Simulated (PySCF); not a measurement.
CH₂OH, optimised at PBE0/def2-TZVP:

```xyz
5

C     -0.4454     0.0096     0.1135
O      0.7908    -0.5197    -0.0656
H     -1.2489    -0.6969    -0.0332
H     -0.5944     1.0712    -0.0451
H      1.4517     0.1724     0.0139
```

Computed with PySCF (xtb for GFN2) and rigid-rotor harmonic-oscillator thermochemistry at 1 bar. 6-31G* has spherical d functions here. Open shells (unrestricted): CH₂OH (multiplicity 2). GFN2 has no spin-polarisation term. B3LYP is the form with VWN-RPA correlation.

List the harmonic frequencies (cm⁻¹, unscaled) at this level and at the other levels, each on its own geometry.


- PBE0/def2-TZVP: 416, 550, 1057, 1237, 1364, 1487, 3148, 3290, 3875
- B3LYP/6-31G*: 451, 679, 1072, 1221, 1379, 1508, 3127, 3271, 3756
- GFN2-xTB: 388, 491, 994, 1242, 1254, 1384, 3107, 3185, 3552
- HF/6-31G*: 412, 857, 1156, 1288, 1482, 1628, 3287, 3425, 4108
- PBE/def2-SVP: 438, 575, 1020, 1214, 1316, 1427, 3042, 3192, 3717
